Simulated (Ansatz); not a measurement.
A made-up structure of CH$_{4}$AlSi, doublet:

| atom | x (Å) | y (Å) | z (Å) |
| --- | --- | --- | --- |
| Al1 | -1.2546 | -0.2377 | -1.0919 |
| C2 | 0.2953 | -0.4763 | -0.8544 |
| Si3 | 0.6166 | 0.1690 | 0.6451 |
| H4 | -2.1163 | 0.5586 | 0.1653 |
| H5 | 0.9662 | -0.9948 | -1.6202 |
| H6 | -0.2637 | 0.8835 | 1.7213 |
| H7 | 1.7565 | 0.0976 | 1.0348 |

It is relaxed with PBE-D4/def2-SVP and then PBE0-D4/def2-TZVP (Ansatz 0.2.0). Atoms count as bonded within 1.22 times the sum of their covalent radii (H–H: 0.88 Å). The end point is not checked to be a true minimum.

(1) Does its bonding change? (A judgement: the text doesn't fix the answer.)

Results:

(1) The calculation gives: Yes. Formed: none; broken: Al1–Si3.

Where it ends: The first stage lowers the energy by 3.41 eV in 7 steps. It ends as CH₄AlSi ([AlH][CH][SiH2]):
| atom | x (Å) | y (Å) | z (Å) |
| --- | --- | --- | --- |
| Al1 | -1.6091 | -0.2137 | -1.2108 |
| C2 | 0.2524 | -0.4418 | -0.8015 |
| Si3 | 0.8028 | 0.1532 | 0.7006 |
| H4 | -2.4836 | 0.5245 | -0.0801 |
| H5 | 0.9595 | -0.9225 | -1.4723 |
| H6 | -0.1178 | 0.8158 | 1.6495 |
| H7 | 2.1959 | 0.0845 | 1.2147 |

Labels in which every atom is bracketed show which atoms are joined, not bond orders.

For scale, one of the runs: PBE0-D4/def2-TZVP relaxation, 129 basis functions, launched by `ansatz run in.yaml --threads 2 --pin off --events-out ev --progress --plain --max-ram 4352MiB`. Hardware: 2 CPU threads of an Intel Xeon Platinum 8259CL, shared host. Wall time about 45 s.
